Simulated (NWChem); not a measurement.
SiH4 cation, doublet; SMILES of the neutral closed-shell parent [SiH4]

```xyz
5

Si     0.0000     0.0000    -0.0816
H      0.0000    -1.3113    -0.7383
H      0.0000     1.3113    -0.7383
H      0.7526     0.0000     1.3094
H     -0.7526     0.0000     1.3094
```
Atoms are numbered in this order, from 1.

Results from NWChem. Spin-unrestricted. Coordinates come from a B3LYP/6-31G* (spherical d), spin-unrestricted optimisation. This spin state was assumed; another may lie lower. No stability test was run on the SCF state. Vertical excitations in the gas phase. Excited states of an open shell can be spin-contaminated.

Q: Estimate the computed values for PBE/def2-SVP, TDA. Quantities: lowest excitation (eV); oscillator strength of that lowest state; lowest state with f > 0.02 (eV); oscillator strength of that bright state; lowest empty minus highest occupied level, either spin (eV).

A: 
```json
{
  "lowest excitation (eV)": "2.93",
  "oscillator_strength_of_that_lowest_state": "0.000",
  "lowest state with f > 0.02 (eV)": "7.09",
  "oscillator_strength_of_that_bright_state": "0.099",
  "lowest empty minus highest occupied level, either spin (eV)": "1.74"
}
```
